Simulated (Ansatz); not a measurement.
Mulliken charges of `O=COC(F)Cl` from PBE/def2-TZVPP in Ansatz (PBE0-D4/def2-TZVP geometry).

| atom | x (Å) | y (Å) | z (Å) | charge (e) |
| --- | --- | --- | --- | --- |
| O1 | 1.136 | -0.438 | 1.393 | -0.224 |
| C2 | 1.209 | -0.624 | 0.221 | 0.165 |
| O3 | 0.309 | -0.212 | -0.700 | -0.140 |
| C4 | -0.780 | 0.514 | -0.232 | 0.213 |
| F5 | -1.086 | 1.396 | -1.189 | -0.123 |
| Cl6 | -2.158 | -0.557 | 0.044 | -0.093 |
| H7 | 2.015 | -1.158 | -0.298 | 0.091 |
| H8 | -0.553 | 1.022 | 0.704 | 0.112 |

Problem. By hand: the dipole of these point charges (1 e Å = 4.8032 D).

Solution. Σ q r = (0.191, 0.023, -0.033) e Å, of length 0.195 e Å = 0.94 D.

Problem. How does the dipole of the full density compare? (Estimate.)

Solution. Computed: (0.214, -0.015, -0.122) e Å, 1.19 D; the point charges give 0.79 times that, at 22° from its direction.

Point charges leave out the atoms' own dipoles, such as those of lone pairs, and Mulliken's split depends on the basis, so the two needn't agree.
